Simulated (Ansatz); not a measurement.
# CPO− (SMILES [O-]C#P): methods side by side

The species is CPO− (3 atoms), meant as a singlet with charge -1. As SMILES, `[O-]C#P`. Geometry: relaxed at GFN2-xTB.

```xyz
3

O     0.7772    0.9277    0.5293
C     0.0765    0.0906    0.0522
P    -0.8538   -1.0183   -0.5815
```

Each level gives the energy change with the C2–P3 bond stretched from 1.580 to 1.975 Å (eV). The values are calculated.

| level | kind | program | value (eV) | less FCI/STO-3G | CPU time (all runs) |
| --- | --- | --- | --- | --- | --- |
| SVWN5/STO-3G (restricted) | LDA | Ansatz | 2.45 | +0.21 | 1.1 s |
| revPBE/STO-3G (restricted) | GGA | Ansatz | 2.18 | -0.06 | 1.6 s |
| r2SCAN/STO-3G (restricted) | meta-GGA | Ansatz | 2.47 | +0.23 | 4.3 s |
| B3LYP/STO-3G (restricted) | global hybrid | Ansatz | 2.42 | +0.18 | 1.8 s |
| BHLYP/STO-3G (restricted) | global hybrid | Ansatz | 2.85 | +0.61 | 1.5 s |
| wB97X/STO-3G (restricted) | range-separated hybrid | Ansatz | 2.85 | +0.61 | 6.6 s |
| MP2/STO-3G (restricted) | perturbation theory | Ansatz | 2.64 | +0.40 | 0.3 s |
| CCSDT(Q)/STO-3G (restricted) | coupled cluster or CI | Ansatz | 2.19 | -0.05 | 1.2 s |
| FCI/STO-3G | exact in the basis | Ansatz | 2.24 | 0.00 | 1.7 s |

FCI/STO-3G is exact within its basis and frozen core, so for wave-function methods in that basis the difference is their error; functionals converge differently with the basis, so for them it is only a difference. Sets without diffuse functions describe the anion poorly. The first shape isn't each level's own minimum. The values span 2.18 to 2.85 eV. All rows use very small basis sets, so even the best lies far from the true value. CPU times are rough (shared hosts, several kinds of processor): they show what a rung costs within a factor of a few.
